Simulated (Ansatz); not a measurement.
**HGa–C–O, triplet: reading a ladder of total energies**

Geometry: displaced at random from a stationary point.

```yaml
atoms:
  - { symbol: Ga, position_ang: [0.0344, -0.0389, 0.7201] }
  - { symbol: C, position_ang: [-0.1305, 0.1477, -1.1936] }
  - { symbol: O, position_ang: [-0.0538, -0.0150, -2.3443] }
  - { symbol: H, position_ang: [0.0293, 1.1683, 1.6263] }
```

Basis cc-pVDZ; Ansatz 0.2.0. Correlated methods freeze the noble-gas cores and the filled d shells of p-block atoms, which leaves 14 electrons in 44 orbitals. R marks a restricted (for open shells ROHF) determinant, U an unrestricted one. No spin–orbit coupling is included, and no scalar relativity.

Full CI isn't at hand for all of this; UCCSDT(Q) serves as the reference, and is uncertain by the last step of the cluster series or more.

UCCSD has a T1 diagnostic of 0.026 and a largest doubles amplitude of 0.07.

Runs differ by some tens of microhartree through their thresholds and, for an open shell, their frozen cores, so steps under 0.03 kcal/mol mean nothing.

Here the R and U totals at CCSDT(Q) differ by 0.37 kcal/mol, a measure of how far such totals hang on the determinant and its frozen core.

| level | total energy (hartree) |
| --- | --- |
| UHF | -2036.469477 |
| UMP2 | -2036.811917 |
| UCCSD | -2036.828947 |
| UCCSD(T) | -2036.843144 |
| UCCSDT | -2036.844309 |
| UCCSDT(Q) | -2036.845821 |

Q: What is the correlation energy at UCCSDT(Q), and what share of it do UMP2 and UCCSD recover?

A: E(corr) = -2036.845821 − (-2036.469477) = -0.376344 hartree = -10.241 eV. UMP2: -0.342440 / -0.376344 = 90.99 %. UCCSD: -0.359470 / -0.376344 = 95.52 %.

Q: By how many kcal/mol does UCCSD(T) miss UCCSDT(Q) (1 hartree = 627.509 kcal/mol), and which steps make up the rest?

A: -2036.843144 − (-2036.845821) = 0.002677 hartree = 1.68 kcal/mol. Steps: UCCSDT − UCCSD(T) = -0.73, UCCSDT(Q) − UCCSDT = -0.95 kcal/mol. Differences between like states or geometries often cancel part of this.
